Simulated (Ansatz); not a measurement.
`NC1=CC1`, charge 0, multiplicity 1.

Q: Give a relaxed structure at PBE0-D4/def2-TZVP (Ansatz 0.2.0). (Estimate.)

A: The calculation gave: 
```xyz
9

N    -0.3375   -0.5044   -1.4551
C    -0.0389    0.0817   -0.2751
C     0.2509    1.1080    0.4598
C     0.3242   -0.2452    1.1219
H    -0.7130    0.0837   -2.1808
H    -0.7364   -1.4262   -1.4114
H     0.4117    2.1620    0.5874
H    -0.4569   -0.5569    1.8218
H     1.2960   -0.7025    1.3317
```
This is one stationary point; other conformers may exist.
